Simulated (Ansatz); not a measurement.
We consider hcp Lu, described by LDA (Ansatz, a quantum-chemistry and plane-wave program, plane waves, PAW).

Settings: plane-wave cutoff 500 eV, 5×5×5 k mesh, Fermi–Dirac smearing 0.1 eV, cell of 36 sites, scalar-relativistic PAW data made under PBE.

Task: Predict the vacancy formation energy and vacancy formation energy before relaxation.

Result: 
- vacancy formation energy: 1.97 eV
- vacancy formation energy before relaxation: 2.00 eV

Note: energies are extrapolated to zero smearing, and mesh and cell size move such values by some hundredths of an eV or more.

Spin–orbit coupling is not included.

The computed numbers hold no vibrational or temperature effects.
